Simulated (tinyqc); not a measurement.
Inside a calculation. Method: extended Hueckel theory, for LiH+. The parameters take no account of the charge, which enters only through the electron count. Computed by tinyqc, a small Python program that keeps every step (integrals from PySCF). Settings: charge = 1, K = 1.75, multiplicity = 2. Command: `OMP_NUM_THREADS=1 python tinyqc.py 28607 28608 out.jsonl` (the two numbers bound the seeds that draw the settings). One thread of a shared host (Intel(R) Xeon(R) Processor @ 2.60GHz), about 0.01 s of CPU time with the checks.

## Overlaps

Geometry (angstrom):
```
atom        x        y        z
Li    0.00000  0.00000  0.00000
H     0.00000  0.00000  1.55000
```

Parameters chosen for this run:
```
element  shell  Slater exponent  H_ii (eV)
Li          2s          0.65000   -5.40000
Li          2p          0.65000   -3.50000
H           1s          1.30000  -13.60000
```

Slater orbitals, each expanded in six Gaussians scaled to its exponent.

overlap S, order 1Li 2s, 1Li 2px, 1Li 2py, 1Li 2pz, 2H 1s:
```
[[1.00000, 0.00000, 0.00000, 0.00000, 0.36814],
 [0.00000, 1.00000, 0.00000, 0.00000, 0.00000],
 [0.00000, 0.00000, 1.00000, 0.00000, 0.00000],
 [0.00000, 0.00000, 0.00000, 1.00000, 0.48544],
 [0.36814, 0.00000, 0.00000, 0.48544, 1.00000]]
```

## Wolfsberg-Helmholz matrix

diagonal H_ii (eV): [-5.40000, -3.50000, -3.50000, -3.50000, -13.60000]

K = 1.75000

H_ij = K' S_ij (H_ii + H_jj)/2 for i != j (the diagonal keeps H_ii), with K' = 1.75.

H (eV), order 1Li 2s, 1Li 2px, 1Li 2py, 1Li 2pz, 2H 1s:
```
[[-5.40000, 0.00000, 0.00000, 0.00000, -6.12025],
 [0.00000, -3.50000, 0.00000, 0.00000, 0.00000],
 [0.00000, 0.00000, -3.50000, 0.00000, 0.00000],
 [0.00000, 0.00000, 0.00000, -3.50000, -7.26342],
 [-6.12025, 0.00000, 0.00000, -7.26342, -13.60000]]
```

## Orbitals

valence electrons = 1

Solve H C = S C e through S^(-1/2); fill by pairs from the bottom, a degenerate level sharing its electrons equally; each orbital has its largest coefficient positive (the first on a tie).

orbital energies (eV): [-13.76538, -4.73522, -3.50000, -3.50000, 3.87797]

occupations: [1.00000, 0.00000, 0.00000, 0.00000, 0.00000]

coefficients, order 1Li 2s, 1Li 2px, 1Li 2py, 1Li 2pz, 2H 1s:
```
[[0.11651, 0.85315, 0.00000, 0.00000, 0.68854],
 [0.00000, 0.00000, 0.99856, 0.05362, 0.00000],
 [0.00000, 0.00000, -0.05362, 0.99856, 0.00000],
 [0.05241, -0.52080, 0.00000, 0.00000, 1.04918],
 [0.92582, -0.12957, 0.00000, 0.00000, -0.84637]]
```

sum of one-electron energies = -13.76538 eV

Within a degenerate level the vectors are fixed only up to a rotation; this is one choice.

## Mulliken analysis

P = C n C^T; charge = valence electrons (Li 1, H 1) minus the sum of (P S)_ii on the atom; overlap population = 2 sum P_ij S_ij between two atoms.

charges: [0.92041, 0.07959]

Overlap populations:
```
pair     value
2-1   0.126530
```
